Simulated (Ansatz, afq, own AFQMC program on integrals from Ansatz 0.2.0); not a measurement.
# GeNH$_{3}$⁺, quartet in cc-pVDZ, levels against CCSDT(Q)

```xyz
5

Ge    0.0000    0.0444    0.3304
N     0.0000   -0.1595   -1.5058
H     0.0000   -1.3184    1.0907
H     0.8260    0.1677   -1.9887
H    -0.8260    0.1677   -1.9887
```

Connectivity, by distances: GeH–NH2.

Basis cc-pVDZ. Only valence electrons are correlated. Ansatz 0.2.0 and our own AFQMC program on the same integrals; the CISD trial comes from CCSD amplitudes, and released means the phaseless constraint is let go. ± is one standard error of the sampling. No spin–orbit coupling.

Determinant: UHF, the one that the program's search chose, which needn't be the lowest solution. The geometry is a PBE0/def2-TZVP stationary point of this or a neighbouring charge and spin state.

No full CI on the walks' own integrals is used here; CCSDT(Q) serves as the reference and is uncertain by about the last step of the cluster series.

Cautions: no relativity below Rb; no spin-orbit coupling; inner d shell frozen; lower spins were not checked; the released energies move by 1.5 errors or more from one time to the next, so no released level is given (meV from the phaseless value at times in 1/Eh: -4 ± 3 at 0.24, -3.7 ± 2.0 at 0.51, -6.7 ± 1.3 at 0.99, -3.6 ± 2.0 at 1.62, -9 ± 3 at 2.40), though the last usable value meets CCSDT(Q) within the noise.

* T1 diagnostic: 0.0135
* weight of the determinant in the CISD state: 0.907
* ⟨S²⟩ of the determinant: 3.763
* size of the correlated space: 11 electrons in 41 orbitals

Reference: CCSDT(Q), correlation energy -6.115 eV.

| level | E − E(reference) (meV) | share of correlation (%) |
| --- | --- | --- |
| HF | 6115.4 | 0.00 |
| MP2 | 1005.6 | 83.56 |
| CCSD | 149.7 | 97.55 |
| CCSD(T) | 28.8 | 99.53 |
| CCSDT | 7.6 | 99.88 |
| ph-AFQMC/HF | 32.7 ± 27.9 | 99.47 |
| ph-AFQMC/CISD | 4.0 ± 3.0 | 99.94 |

A walk keeps the symmetry of its determinant, which the program's search chose and which needn't be the lowest solution, so a lower state of the same spin and another symmetry isn't excluded.
